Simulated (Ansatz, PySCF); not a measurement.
This PySCF input computes a CCSD(T)/cc-pVDZ energy:

```python
from pyscf import gto, scf, mp, cc as ccmod

mol = gto.M(
    atom='''
    O     1.06982681   -0.18778777    0.05497058
    N    -0.00660330    0.46114076    0.01021508
    O    -1.06404892   -0.21571040   -0.06390877
    ''',
    basis='cc-pvdz',
    charge=-1,
    spin=0,
    verbose=4,
)

mf = scf.RHF(mol)
mf.conv_tol = 1e-10
mf.max_cycle = 100
mf.kernel()
mp2 = mp.MP2(mf, frozen=3).run()
cc = ccmod.CCSD(mf, frozen=3)
cc.max_cycle = 100
cc.kernel()
et = cc.ccsd_t()
print(f'E(CCSD(T)) = {cc.e_tot + et:.9f}')
```

**Question.** Write an input for the same energy in Ansatz (a quantum-chemistry and plane-wave program) and say what it gives.

**Answer.** 
Ansatz 0.2 input:
```yaml
crystal:
  periodic: [false, false, false]
  atoms:
    - {symbol: O, position_ang: [1.06982681, -0.18778777, 0.05497058]}
    - {symbol: N, position_ang: [-0.00660330, 0.46114076, 0.01021508]}
    - {symbol: O, position_ang: [-1.06404892, -0.21571040, -0.06390877]}
basis:
  gaussian:
    orbitals: cc-pVDZ
total_charge: -1
magnetization: {spin_polarized: false}
correlation: {method: ccsd_t, electrons: outside_noble_gas}
```
It gives -204.63438 Eh, and PySCF -204.63438 Eh, a difference of 0.00 mEh.
